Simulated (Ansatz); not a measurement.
System: fcc Pb. Method: r²SCAN-D4 in Ansatz (PAW).

Settings: plane-wave cutoff 560 eV, 20×20×20 k mesh, Fermi–Dirac smearing 0.05 eV, scalar-relativistic PAW data made under PBE.

Pressure at four volumes; x = ln(V/30.679 Å³). One pressure is withheld.

| V (Å³/atom) | x | P (GPa) |
|---|---|---|
| 28.838 | -0.0619 | ? |
| 29.452 | -0.0408 | 2.07 |
| 30.679 | 0.0000 | 0.00 |
| 32.520 | 0.0583 | -2.31 |

Task: Pass a parabola P(x) through the three rows shown, estimate the bulk modulus and its pressure derivative near zero pressure, and predict the withheld pressure.

Result: Slopes between the rows: (0.00 − (2.07))/(0.0000 − (-0.0408)) = -50.74 and (-2.31 − (0.00))/(0.0583 − (0.0000)) = -39.62 GPa. Their difference over the span 0.0991 is c = 11.12/0.0991 = 112.2 GPa, so P(x) = 2.07 + (-50.74)(x − (-0.0408)) + 112.2 (x − (-0.0408))(x − (0.0000)). At the middle row B = −dP/dx = −[-50.74 + 112.2 × 0.0408] = 46.2 GPa, and B′ = dB/dP = 2c/B = 4.9. At x = -0.0619 the parabola gives 3.29 GPa; the run gives 3.32 GPa. The Birch–Murnaghan fit to the energies at all volumes has B0 = 45.9 GPa and B′ = 5.1.

Measured, for comparison: bulk modulus 47 GPa (corrected for temperature and zero-point phonon effects; as tabulated in Levämäki et al. (2014), arXiv:1402.3671). Computed (rounded) less measured: bulk modulus -2 %.

Spin–orbit coupling is not included; it can shift volumes and moduli of such heavy elements.

Ansatz is a first-principles code.
